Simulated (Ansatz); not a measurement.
I need a ranking of conformers of C4H7FO, SMILES CC(C)(F)C=O. Use Ansatz's Python interface. Level of theory (for the species named): Hartree-Fock, def2-SVP basis, multiplicity 1.

`c4h7fo_conformers.py`
```python
"""Conformer energies of C4H7FO."""

import logging
import sys

import ansatz as az
from rdkit import Chem
from rdkit.Chem import AllChem

logging.basicConfig(stream=sys.stdout, format="%(name)s: %(message)s")
logger = logging.getLogger("run")
logger.setLevel(logging.INFO)

rd = Chem.AddHs(Chem.MolFromSmiles("CC(C)(F)C=O"))
ids = list(AllChem.EmbedMultipleConfs(rd, numConfs=20, randomSeed=358, pruneRmsThresh=0.4))
field = [energy for _, energy in AllChem.MMFFOptimizeMoleculeConfs(rd)]
distinct = {round(e, 2): i for i, e in zip(ids, field)}
chosen = sorted(distinct.items())[:4]
found = []
for force_field, index in chosen:
    mol = az.Crystal.molecule()
    for atom, xyz in zip(rd.GetAtoms(), rd.GetConformer(index).GetPositions()):
        mol = mol.atom(atom.GetSymbol(), xyz.round(5).tolist())
    job = (
        mol.calculation()
        .basis(gaussian="def2-SVP")
        .functional("hf")
    )
    found.append(job.run().report["free_energy_ev"])
logger.info("conformer   MMFF (kcal/mol)   this level (kJ/mol)")
for (force_field, index), e in zip(chosen, found):
    logger.info(f"{index:9d} {force_field - chosen[0][0]:17.2f} {96.485332 * (e - min(found)):17.3f}")
```

Output of `python c4h7fo_conformers.py`:
```text
run: conformer   MMFF (kcal/mol)   this level (kJ/mol)
run:         2              0.00             0.000
run:         0              2.58            12.151
```

The conformers keep their force-field geometries. The whole script took 1.7 s on 1 thread of Intel(R) Xeon(R) Platinum 8559C (Emerald Rapids), with other jobs on the host, peak memory 0.33 GiB.
